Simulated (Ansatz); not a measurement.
# fcc Cu

These are LDA (PAW; Ansatz, an electronic-structure program) values and carry that method's errors.

Numerical settings: plane-wave cutoff 500 eV, 10×22×1 k mesh (along the axes of the cell as run), Fermi–Dirac smearing 0.1 eV, scalar-relativistic PAW data made under PBE.

Cell: relaxed at this level.

```
Quantity                              Value
--------------------------------  ---------
surface energy of the (211) face  2.07 J/m²
work function of the (211) face     4.91 eV
```

The slab of 24 atoms is relaxed and unreconstructed.

The computed numbers hold no vibrational or temperature effects.

It cost very roughly 2.1 core-hours of CPU time.
